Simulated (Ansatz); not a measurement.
Basis sets compared for the cluster Si2Cl (the lowest doublet isomer of a short search). The state is a doublet with charge 0. Geometry r2SCAN-D4/def2-TZVP. Ansatz on 4 threads of Arm Neoverse V1 on a shared host; times are rough, and most runs start from earlier orbitals.

Cartesian coordinates in Å:
```
Si 0.007 -0.022 0.023
Si -0.485 1.406 -1.489
Cl 0.478 -1.385 1.466
```

The structure comes from a short search, and lower isomers may exist.

Binding counts from free atoms (Si triplet, Cl doublet) in the same basis, without a counterpoise term.

| level | functions | energy (Eh) | HOMO (eV) | LUMO (eV) | binding per atom (eV) | wall time |
| --- | --- | --- | --- | --- | --- | --- |
| PBE-D4/def2-SVP | 54 | -1038.3105 | -4.92 | -4.70 | 2.41 | 2.1 s |
| PBE-D4/def2-TZVP | 111 | -1038.6735 | -4.97 | -4.69 | 2.44 | 4.5 s |
| r2SCAN-D4/def2-TZVP (with forces) | 111 | -1039.0602 | -5.18 | -4.43 | 2.37 | 39 s |
| PBE0-D4/def2-SVP | 54 | -1038.3904 | -5.83 | -3.89 | 2.25 | 1.9 s |
| PBE0-D4/def2-TZVP | 111 | -1038.7508 | -5.83 | -3.83 | 2.31 | 12 s |

Question: Estimate the rows for PBE-D4/def2-TZVPD, r2SCAN-D4/def2-TZVPD, PBE0-D4/def2-TZVPD.

Answer: 
```csv
level,functions,energy (Eh),HOMO (eV),LUMO (eV),binding per atom (eV),wall time
PBE-D4/def2-TZVPD,132,-1038.6745,-4.99,-4.71,2.44,7 s
r2SCAN-D4/def2-TZVPD,132,-1039.0609,-5.19,-4.43,2.37,39 s
PBE0-D4/def2-TZVPD,132,-1038.7516,-5.84,-3.84,2.31,10 s
```
